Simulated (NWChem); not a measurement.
# C₂H₄ cation, doublet; SMILES of the neutral closed-shell parent C=C

```xyz
6

C      0.0000     0.7005     0.0000
C      0.0000    -0.7005     0.0000
H      0.9114     1.2647    -0.2104
H     -0.9114     1.2647     0.2104
H     -0.9114    -1.2647    -0.2104
H      0.9114    -1.2647     0.2104
```
Atoms are numbered in this order, from 1.

In the optimisation the excess spin sits in b1 (D2, its own frame). Coordinates come from a B3LYP/6-31G* (spherical d), spin-unrestricted optimisation. This spin state was assumed; another may lie lower. No stability test was run on the SCF state.

Symmetry labels are those of D2 in the frame above (b1 and b2, or b-type labels, depend on it).

**Question.** List the 4 lowest vertical excitations from B3LYP/def2-SVP, spin-unrestricted, TDA (NWChem).

**Answer.** 
```csv
state,energy (eV),oscillator strength,symmetry of the excitation,<S²>
state 1,3.50,0.000,b1,0.77
state 2,4.68,0.000,a1,0.76
state 3,5.12,0.024,b3,0.80
state 4,6.10,0.065,b3,0.79
```
